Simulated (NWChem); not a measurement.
**Polarisability of formaldehyde (CH$_{2}$O)**

SMILES: C=O
```xyz
4

C      0.0000     0.0000     0.5228
O      0.0000     0.0000    -0.6733
H     -0.9444     0.0000     1.1247
H      0.9444     0.0000     1.1247
```
Charge 0, spin multiplicity 1.

The numbers come from NWChem runs, not from measurements. All single points use one geometry, from PBE0/def2-SVP, a minimum by its harmonic frequencies.

Basis set: def2-SVPD. Static limit.

```
method                isotropic polarisability (bohr³)  difference from CCSD linear response
--------------------  --------------------------------  ------------------------------------
HF                                               16.45                                 -1.05
PBE0                                             17.46                                 -0.04
PBE                                              18.25                                 +0.74
B3LYP                                            17.72                                 +0.21
CCSD linear response                             17.51                                  0.00
```

The values span 1.79 bohr³, from HF (lowest) to PBE (highest). 

The correlated methods keep 2 core orbitals frozen. B3LYP has NWChem's definition, with VWN1-RPA local correlation. Differences from the coupled-cluster row are differences between methods, not errors against experiment.
